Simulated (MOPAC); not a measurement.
MOPAC input (AM1):

```
AM1 FORCE THERMO(298,298) PRECISE LET UHF MS=0.5 GEO-OK AUX(PRECISION=9) THREADS=1
C4H5

C    -0.00224885 1    0.03962271 1    0.39592209 1
C     0.00424139 1   -0.80555892 1   -0.81530179 1
C     0.00569320 1    0.69430784 1   -0.93068275 1
C    -0.00944190 1    0.11660908 1    1.66239801 1
H    -0.91197365 1   -1.36845362 1   -1.07266078 1
H     0.92272936 1   -1.36943000 1   -1.06215155 1
H     0.92543244 1    1.21234253 1   -1.25913692 1
H    -0.90967408 1    1.21331188 1   -1.26963726 1
H    -0.01519042 1    0.37432427 1    2.68853201 1
```

From the last part of the output:

```
     H    9   0.007460   0.007459   6.414883

          HEAT OF FORMATION =      91.277923 KCALS/MOLE

          ZERO POINT ENERGY      45.802 KCAL/MOL

           NORMAL COORDINATE ANALYSIS (Total motion = 1 Angstrom)

   Root No.       1         2         3         4         5         6         7         8

                 1 A'      1 A"      2 A'      2 A"      3 A"      4 A"      3 A'      5 A"

                 228.8     348.3     363.5     745.1     801.0     852.0     901.2    1023.5

           1    0.0134    0.0000   -0.0669    0.0000   -0.0000    0.0000   -0.0507    0.0000
           2   -0.0175    0.0000    0.1139    0.0000   -0.0000    0.0000   -0.0357    0.0000
           3   -0.0000    0.1298    0.0000    0.0276   -0.0158    0.0027    0.0000    0.0632
           4    0.0031   -0.0000   -0.0640    0.0000   -0.0000    0.0000    0.0195   -0.0000
           5    0.0133   -0.0000   -0.0327    0.0000    0.0000    0.0000    0.0747   -0.0000
           6    0.0000   -0.0160    0.0000    0.0039   -0.0086    0.0129   -0.0000   -0.0397
           7   -0.0162   -0.0000    0.0596    0.0000   -0.0000   -0.0000    0.0782   -0.0000
           8    0.0035   -0.0000    0.0398    0.0000   -0.0000   -0.0000   -0.0115   -0.0000
           9   -0.0000   -0.0154   -0.0000    0.0058   -0.0074   -0.0141   -0.0000   -0.0398
          10    0.0258   -0.0000    0.0638   -0.0000   -0.0000   -0.0000   -0.0764   -0.0000
          11   -0.0636   -0.0000   -0.1095   -0.0000   -0.0000    0.0000   -0.0460   -0.0000
          12    0.0000   -0.0652   -0.0000   -0.0869   -0.0037   -0.0081    0.0000   -0.0023
          13    0.0130   -0.1185   -0.1012    0.0404    0.0422   -0.1756    0.0656    0.1907
          14    0.0255   -0.0769   -0.0929    0.0499   -0.2008   -0.1308    0.1329    0.0560
          15    0.0007   -0.0592    0.0001    0.0115    0.0967   -0.0510    0.0039    0.0642
          16    0.0130    0.1185   -0.1012   -0.0404   -0.0422    0.1756    0.0656   -0.1907
          17    0.0255    0.0769   -0.0929   -0.0499    0.2008    0.1308    0.1329   -0.0560
          18   -0.0007   -0.0592   -0.0001    0.0115    0.0967   -0.0510   -0.0039    0.0642
          19   -0.0290    0.1251    0.1292    0.0087    0.1737   -0.1924    0.1511   -0.1314
          20    0.0019    0.0655    0.0436    0.0494   -0.1224   -0.1042   -0.0007   -0.1394
          21    0.0004   -0.0576    0.0001   -0.0305    0.0895    0.0604   -0.0037    0.0636
          22   -0.0290   -0.1251    0.1292   -0.0087   -0.1737    0.1924    0.1511    0.1314
          23    0.0019   -0.0655    0.0436   -0.0494    0.1224    0.1042   -0.0007    0.1394
          24   -0.0004   -0.0576   -0.0001   -0.0305    0.0896    0.0604    0.0037    0.0636
          25   -0.2788   -0.0000    0.0329    0.0000    0.0000    0.0000   -0.0830   -0.0000
          26    0.7109   -0.0000   -0.0379    0.0000    0.0000    0.0000   -0.0432   -0.0000
          27    0.0000   -0.1622   -0.0000    0.6281    0.0497    0.0587    0.0000   -0.0337

   Root No.       9        10        11        12        13        14        15        16

                 4 A'      6 A"      5 A'      6 A'      7 A'      8 A'      9 A'     10 A'

                1036.8    1103.3    1135.4    1184.8    1332.9    1418.4    1466.2    2013.6

           1   -0.0789   -0.0000    0.0127    0.0029    0.0023    0.0006    0.0075    0.2358
           2    0.1303    0.0000    0.0049   -0.0060    0.0021   -0.0009    0.0050    0.1372
           3    0.0000   -0.0003   -0.0000   -0.0000   -0.0000   -0.0000   -0.0000   -0.0000
           4    0.1171    0.0000   -0.0272    0.0413    0.0405    0.0256    0.0627   -0.0697
           5   -0.0090    0.0000   -0.0443    0.0502   -0.0401   -0.0158   -0.0457    0.0334
           6   -0.0000    0.0615    0.0000   -0.0000   -0.0000   -0.0000   -0.0000   -0.0000
           7   -0.0435   -0.0000   -0.0552   -0.0585   -0.0159    0.0020   -0.0103   -0.0029
           8   -0.1116   -0.0000   -0.0005   -0.0125    0.0541   -0.0309    0.0760   -0.0746
           9    0.0000   -0.0607    0.0000    0.0000   -0.0000    0.0000   -0.0000   -0.0000
          10   -0.0038   -0.0000    0.0143   -0.0019   -0.0448   -0.0001   -0.0376   -0.1366
          11   -0.0033    0.0000    0.0087    0.0007   -0.0266   -0.0001   -0.0224   -0.0804
          12    0.0000   -0.0015   -0.0000   -0.0000    0.0000   -0.0000    0.0000    0.0000
          13    0.1459   -0.0831    0.1011   -0.1085    0.1468   -0.1591   -0.1137   -0.0460
          14    0.0537    0.1879    0.1738   -0.1956   -0.0972    0.0964    0.0653    0.0059
          15    0.0043   -0.0668    0.0007    0.0002    0.0797   -0.1408   -0.1327    0.0160
          16    0.1459    0.0831    0.1011   -0.1085    0.1468   -0.1591   -0.1137   -0.0460
          17    0.0537   -0.1879    0.1738   -0.1956   -0.0972    0.0964    0.0653    0.0059
          18   -0.0043   -0.0668   -0.0007   -0.0002   -0.0797    0.1408    0.1327   -0.0160
          19   -0.0839    0.1273    0.2211    0.2068   -0.0146   -0.0083    0.0027   -0.0174
          20   -0.1033   -0.1617    0.0085    0.0004    0.1749    0.1869   -0.1297   -0.0425
          21    0.0033    0.0663   -0.0014   -0.0002   -0.0796   -0.1418    0.1310   -0.0143
          22   -0.0839   -0.1273    0.2211    0.2068   -0.0146   -0.0083    0.0027   -0.0174
          23   -0.1033    0.1617    0.0085    0.0004    0.1749    0.1869   -0.1297   -0.0425
          24   -0.0033    0.0663    0.0014    0.0002    0.0796    0.1418   -0.1310    0.0143
          25   -0.0161    0.0000    0.0166   -0.0034   -0.0511   -0.0007   -0.0447   -0.1909
          26    0.0230    0.0000    0.0065    0.0043   -0.0302    0.0015   -0.0252   -0.1144
          27   -0.0000    0.0115   -0.0000   -0.0000    0.0000   -0.0000    0.0000    0.0000

   Root No.      17        18        19        20        21

                 7 A"      8 A"     11 A'     12 A'     13 A'

                3127.0    3147.0    3184.9    3194.3    3431.1

           1   -0.0000   -0.0000    0.0005   -0.0009    0.0088
           2    0.0000    0.0000    0.0003    0.0016    0.0060
           3   -0.0000   -0.0015    0.0000   -0.0000    0.0000
           4   -0.0000   -0.0000    0.0185   -0.0169    0.0003
           5   -0.0000   -0.0000   -0.0102    0.0110    0.0003
           6   -0.0302   -0.0299   -0.0000    0.0000   -0.0000
           7    0.0000   -0.0000    0.0000   -0.0015    0.0004
           8    0.0000   -0.0000    0.0201    0.0211    0.0002
           9    0.0287   -0.0314   -0.0000    0.0000   -0.0000
          10   -0.0000   -0.0000   -0.0001    0.0001   -0.0783
          11    0.0000    0.0000   -0.0001   -0.0001   -0.0332
          12    0.0000   -0.0001    0.0000   -0.0000    0.0000
          13   -0.1240   -0.1176   -0.1141    0.1099   -0.0025
          14    0.0730    0.0710    0.0674   -0.0660    0.0012
          15    0.1936    0.1823    0.2046   -0.1951    0.0033
          16    0.1240    0.1176   -0.1141    0.1099   -0.0025
          17   -0.0730   -0.0710    0.0674   -0.0660    0.0012
          18    0.1936    0.1823   -0.2046    0.1951   -0.0033
          19    0.0039   -0.0056    0.0039    0.0050   -0.0001
          20   -0.1365    0.1443   -0.1262   -0.1341   -0.0031
          21   -0.1842    0.1919   -0.1954   -0.2046   -0.0038
          22   -0.0039    0.0056    0.0039    0.0050   -0.0001
          23    0.1365   -0.1443   -0.1262   -0.1341   -0.0031
          24   -0.1842    0.1919    0.1954    0.2046    0.0038
          25   -0.0000   -0.0000   -0.0049   -0.0003    0.8245
          26    0.0000    0.0000   -0.0018   -0.0003    0.3216
          27   -0.0001   -0.0004    0.0000   -0.0000   -0.0000

           MASS-WEIGHTED COORDINATE ANALYSIS (NORMAL COORDINATES)

   Root No.       1         2         3         4         5         6         7         8

                 1 A'      1 A"      2 A'      2 A"      3 A"      4 A"      3 A'      5 A"

                 228.8     348.3     363.5     745.1     801.0     852.0     901.2    1023.5

           1    0.0572    0.0000   -0.2984    0.0000   -0.0000    0.0000   -0.2822    0.0000
           2   -0.0748    0.0000    0.5076    0.0000   -0.0000    0.0000   -0.1989    0.0000
           3   -0.0000    0.7297    0.0000    0.1335   -0.1169    0.0202    0.0000    0.4318
           4    0.0132   -0.0000   -0.2852    0.0000   -0.0000    0.0000    0.1086   -0.0000
           5    0.0569   -0.0000   -0.1457    0.0000    0.0000    0.0000    0.4158   -0.0000
           6    0.0000   -0.0901    0.0000    0.0189   -0.0638    0.0967   -0.0000   -0.2710
           7   -0.0690   -0.0000    0.2659    0.0000   -0.0000   -0.0000    0.4353   -0.0000
           8    0.0151   -0.0000    0.1775    0.0000   -0.0000   -0.0000   -0.0640   -0.0000
           9   -0.0000   -0.0866   -0.0000    0.0281   -0.0550   -0.1052   -0.0000   -0.2719
          10    0.1100   -0.0000    0.2844   -0.0000   -0.0000   -0.0000   -0.4254   -0.0000
          11   -0.2715   -0.0000   -0.4883   -0.0000   -0.0000    0.0000   -0.2562   -0.0000
          12    0.0000   -0.3663   -0.0000   -0.4201   -0.0272   -0.0603    0.0000   -0.0160
          13    0.0160   -0.1929   -0.1307    0.0566    0.0907   -0.3806    0.1058    0.3776
          14    0.0315   -0.1253   -0.1199    0.0699   -0.4318   -0.2835    0.2143    0.1109
          15    0.0009   -0.0964    0.0001    0.0161    0.2078   -0.1106    0.0063    0.1270
          16    0.0160    0.1929   -0.1307   -0.0566   -0.0907    0.3806    0.1058   -0.3776
          17    0.0315    0.1253   -0.1199   -0.0699    0.4318    0.2835    0.2143   -0.1109
          18   -0.0009   -0.0964   -0.0001    0.0161    0.2078   -0.1106   -0.0063    0.1270
          19   -0.0359    0.2038    0.1669    0.0122    0.3734   -0.4172    0.2437   -0.2602
          20    0.0024    0.1066    0.0563    0.0692   -0.2630   -0.2259   -0.0011   -0.2761
          21    0.0005   -0.0939    0.0001   -0.0427    0.1925    0.1309   -0.0060    0.1259
          22   -0.0359   -0.2038    0.1669   -0.0122   -0.3734    0.4172    0.2437    0.2602
          23    0.0024   -0.1066    0.0563   -0.0692    0.2630    0.2259   -0.0011    0.2761
          24   -0.0005   -0.0939   -0.0001   -0.0427    0.1925    0.1308    0.0059    0.1259
          25   -0.3448   -0.0000    0.0425    0.0000    0.0000    0.0000   -0.1339   -0.0000
          26    0.8792   -0.0000   -0.0489    0.0000    0.0000    0.0000   -0.0696   -0.0000
          27    0.0000   -0.2642   -0.0000    0.8800    0.1069    0.1272    0.0000   -0.0666

   Root No.       9        10        11        12        13        14        15        16

                 4 A'      6 A"      5 A'      6 A'      7 A'      8 A'      9 A'     10 A'
```
